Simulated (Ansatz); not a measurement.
Isolated molecules relaxed with PBE0-D4/def2-TZVP in Ansatz; ΔE leaves out vibrations. CCSD(T)/CBS adds triple-zeta CCSD(T) − MP2 to the extrapolated MP2 energy (def2 sets, frozen cores). This one scheme is used for every species. DFT in def2-TZVPP. B3LYP here is the variant with VWN-RPA as its local correlation; programs differ in this. Open shells (•) are unrestricted, without spin–orbit coupling. One conformer a species, not always the lowest.

Consider the homolysis of the C–C bond: `CC(F)(F)CF` → `C[C](F)F`• + `[CH2]F`•.

`CC(F)(F)CF`:

```xyz
11

C    -1.294   -0.153   -0.029
C     0.127   -0.368    0.398
F     0.246   -0.105    1.729
F     0.476   -1.680    0.231
C     1.169    0.439   -0.352
F     0.862    1.775   -0.295
H    -1.946   -0.775    0.583
H    -1.415   -0.425   -1.078
H    -1.563    0.895    0.102
H     1.192    0.123   -1.398
H     2.146    0.275    0.110
```

`C[C](F)F`•:

```xyz
7

C     0.317    0.500    0.278
C    -0.218   -0.815   -0.140
F    -1.511   -1.011    0.105
F     0.056   -1.172   -1.392
H     1.395    0.527    0.117
H     0.108    0.663    1.335
H    -0.147    1.307   -0.303
```

`[CH2]F`•:

```xyz
4

C    -0.145   -0.017    0.003
F     0.794   -0.127   -0.933
H    -0.437    0.997    0.243
H    -0.212   -0.853    0.687
```

| level | ΔE (kJ/mol) |
| --- | --- |
| B3LYP-D4 | 381.1 |
| r2SCAN0-D4 | 373.7 |
| r2SCAN0 | 371.4 |
| CAM-B3LYP | 384.4 |
| LC-ωPBE | 382.9 |
| HF/def2-SVP | 305.1 |
| CCSD(T)/def2-TZVPP | 407.3 |
| MP2/CBS(def2) | 431.4 |

(1) What does CCSD(T)/CBS give? (Estimate.)

Largest T1 diagnostic among the species: 0.015.

Results:

(1) The calculation gave: +415.9 kJ/mol. The listed levels differ from it by -34.8, -42.2, -44.5, -31.5, -33.0, -110.8, -8.6, 15.5 kJ/mol.

The D4 term adds +12.0 kJ/mol with B3LYP and +6.4 kJ/mol with PBE0; it sums over pairs of atoms, weighted by their polarisabilities, and B3LYP, whose exchange is more repulsive, gets the larger term. In def2-TZVPP, CCSD(T) changes the Hartree–Fock value by +117.7 kJ/mol (the triples alone add +8.8 kJ/mol) and MP2 by +133.1 kJ/mol; breaking electron pairs costs correlation energy, which Hartree–Fock lacks. From BLYP to BHLYP (50 % exact exchange), in def2-TZVPP and without D4, ΔE moves by +20.0 kJ/mol.
